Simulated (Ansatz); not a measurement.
The input, for Ansatz 0.2.0:

```yaml
crystal:
  periodic: [false, false, false]
  atoms:
    - {symbol: N, position_ang: [0.000000, 0.000000, 0.000000]}
    - {symbol: H, position_ang: [0.000000, 0.000000, 1.946000]}
basis:
  gaussian: {orbitals: "6-31G*"}
magnetization: {spin_polarized: false}
hamiltonian: {xc: hf}
accuracy: high
output: {forces: true, orbitals: {seedname: orbitals}}
```

```sh
$ ansatz run in.yaml --threads 1 --pin off --events-out ev --progress --plain --max-ram 2393MiB
```

The program prints:

```
272 factors; integrals over basis functions are off by at most 2.5e-9 eV
mean field evaluation 1: about -1487.7437 eV, gradient 7.0e0 eV
mean field evaluation 2: about -1487.7435 eV, gradient 7.0e0 eV
mean field evaluation 4: about -1488.0218 eV, gradient 1.1e0 eV
mean field evaluation 8: about -1488.0277 eV, gradient 6.5e-6 eV
mean field -1488.02767194 eV, -54.6840083224 hartree, gradient 7.0e-8 eV, S^2 0.000000; 0 other end points of the search recorded, 0 dependent functions left out
the calculation of the forces begins
reference -1488.02767194 eV, -54.6840083224 hartree; 4, 4 occupied and 13, 13 virtual orbitals, 272 factors
Total energy: -1488.02767194 eV, -54.6840083224 hartree
Atom 0 at     0.000000     0.000000     0.000000 Å, force     0.000000    -0.000000     4.672699 eV/Å
Atom 1 at     0.000000     0.000000     1.946000 Å, force     0.000000    -0.000000    -4.672699 eV/Å
Dipole moment:    -0.000000     0.000000     0.160928 e Å
```

Forces (eV/Å):
```
N    0.000  0.000  4.673
H    0.000  0.000 -4.673
```

Ran on 1 thread of Arm Neoverse V1, shared host: 0.09 s wall, 0.13 GiB peak host memory.
